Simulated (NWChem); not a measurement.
Molecule: water (H₂O); SMILES O

```xyz
3

O      0.0000     0.0000     0.1326
H      0.7626     0.0000    -0.4646
H     -0.7626     0.0000    -0.4646
```
Atoms are numbered in this order, from 1.

Program: NWChem. Structure relaxed at the B3LYP/6-31G* (spherical d) level. GIAO values for the isolated, static molecule; σ is the absolute isotropic shielding, δ = σ(reference) − σ with the isolated reference molecule computed at the same levels (1H: tetramethylsilane, 17O: water).

Q: Predict the results for PBE0/pcSseg-1. Quantities: δ O1 (ppm); δ H2 (ppm).

A: δ O1 (ppm): 0.0
δ H2 (ppm): 0.69
